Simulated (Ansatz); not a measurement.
# BCl: the cost of one run

All numbers are computed with the Python package of Ansatz 0.2.0. The levels of theory stand in the script.

## 1. Starting point

Bond lengths: B1–Cl2 1.785 Å.

No structure file is read: the coordinates are typed or built in the script.

## 2. The code

x2c_bcl.py

```python
"""Scalar relativity in BCl."""

import ansatz as az
import numpy as np

GEOMETRY = """
B     0.00000    0.00000    0.00000
Cl    0.00000    0.00000    1.78500
"""


def main() -> None:
    mol = az.Crystal.molecule()
    for line in GEOMETRY.strip().splitlines():
        symbol, *xyz = line.split()
        mol = mol.atom(symbol, [float(v) for v in xyz])

    job = mol.calculation().functional("pbe0").accuracy("high").forces()
    # a set contracted for a scalar-relativistic Hamiltonian goes with the relativistic run
    sets = {"none": "cc-pVTZ", "scalar": "cc-pVTZ-DK"}
    found = {kind: job.basis(gaussian=basis).pseudopotentials(relativity=kind).run().report for kind, basis in sets.items()}
    for kind, each in found.items():
        dipole = 4.803205 * np.linalg.norm(each["charge_distribution"]["dipole_moment_e_ang"])
        print(f"{kind:7s} E = {each['free_energy_ev']:.4f} eV  dipole {dipole:.3f} D  largest force component {np.abs(each['forces_ev_ang']).max():.4f} eV/A")
    print(f"relativity lowers the total energy by {found['none']['free_energy_ev'] - found['scalar']['free_energy_ev']:.3f} eV")


if __name__ == "__main__":
    main()
```

## 3. What the engine is handed

The engine receives this input (first run):

```yaml
crystal:
  periodic: [false, false, false]
  atoms:
    - { symbol: B, position_ang: [0.0, 0.0, 0.0] }
    - { symbol: Cl, position_ang: [0.0, 0.0, 1.785] }
accuracy: high
basis:
  gaussian:
    orbitals: cc-pVTZ
hamiltonian:
  xc: pbe0
  pseudopotentials:
    relativity: none
output:
  forces: true
```

## 4. Launch

Started as:

```console
$ python x2c_bcl.py
```

Q: Estimate wall time and peak memory on 1 thread of Arm Neoverse V2, shared host.

About 3.8 s, with a peak of 0.19 GiB.
